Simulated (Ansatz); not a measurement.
## CHAlN, doublet: vertical spin and charge gaps

Geometry (PBE0/def2-TZVP stationary point for this spin, not checked as a minimum):

```xyz
4

Al    0.0000    0.1053    1.0070
C     0.0000    0.4854   -1.1199
N     0.0000   -0.6969   -0.8328
H     0.0000    1.0823   -2.0381
```

Basis cc-pVDZ; Ansatz 0.2.0. Only valence electrons are correlated (noble-gas cores frozen). R marks a restricted (for open shells ROHF) determinant, U an unrestricted one.

Gaps are energies of the second state less the first, at fixed atoms, for a selection of the levels run; each method lands on the state that its own search finds for that charge and spin.

For open shells CISD is restricted-active-space CI with the open shells as a complete middle space.

Removing an electron, to the triplet: 8.420 eV at UCCSDT(Q).

```
    level  gap (eV)  error (meV)
      RHF     7.513         -907
      UHF     7.488         -932
     RMP2     8.219         -201
     UMP2     8.242         -178
     CISD     8.118         -302
    RCCSD     8.413           -7
    UCCSD     8.410          -10
 RCCSD(T)     8.420            0
 UCCSD(T)     8.420            0
  BCCD(T)     8.423            3
   RCCSDT     8.420            0
   UCCSDT     8.419           -1
RCCSDT(Q)     8.422            2
      PBE     8.510           90
   r2SCAN     8.342          -78
     PBE0     8.516           96
    B3LYP     8.647          227
  wB97M-V     8.678          258
   B2PLYP     8.484           64
  RPA-PBE     8.640          220
```

Quartet less doublet: 2.588 eV at UCCSDT(Q).

```json
{"level": "RHF", "gap (eV)": "1.842", "error (meV)": "-746"}
{"level": "UHF", "gap (eV)": "1.837", "error (meV)": "-751"}
{"level": "RMP2", "gap (eV)": "2.395", "error (meV)": "-193"}
{"level": "UMP2", "gap (eV)": "2.438", "error (meV)": "-150"}
{"level": "CISD", "gap (eV)": "2.310", "error (meV)": "-278"}
{"level": "RCCSD", "gap (eV)": "2.570", "error (meV)": "-18"}
{"level": "UCCSD", "gap (eV)": "2.569", "error (meV)": "-19"}
{"level": "RCCSD(T)", "gap (eV)": "2.587", "error (meV)": "-1"}
{"level": "UCCSD(T)", "gap (eV)": "2.588", "error (meV)": "0"}
{"level": "BCCD(T)", "gap (eV)": "2.589", "error (meV)": "1"}
{"level": "RCCSDT", "gap (eV)": "2.588", "error (meV)": "0"}
{"level": "UCCSDT", "gap (eV)": "2.587", "error (meV)": "-1"}
{"level": "RCCSDT(Q)", "gap (eV)": "2.589", "error (meV)": "1"}
{"level": "PBE", "gap (eV)": "2.578", "error (meV)": "-10"}
{"level": "r2SCAN", "gap (eV)": "2.324", "error (meV)": "-264"}
{"level": "PBE0", "gap (eV)": "2.526", "error (meV)": "-62"}
{"level": "B3LYP", "gap (eV)": "2.789", "error (meV)": "201"}
{"level": "wB97M-V", "gap (eV)": "3.064", "error (meV)": "476"}
{"level": "B2PLYP", "gap (eV)": "2.722", "error (meV)": "134"}
{"level": "RPA-PBE", "gap (eV)": "2.667", "error (meV)": "79"}
```

In so small a basis the reference is far from its limit while semilocal and hybrid functionals are nearer theirs (RPA and double hybrids share much of the reference's basis error), so the functionals' errors here hold much of the reference's basis and frozen-core error, which can add to them or hide them.

Full CI isn't at hand for all of this; UCCSDT(Q) serves as the reference, and is uncertain by about the last step of the cluster series. The frozen core follows each run's orbitals, which can shift R against U totals by a few meV.
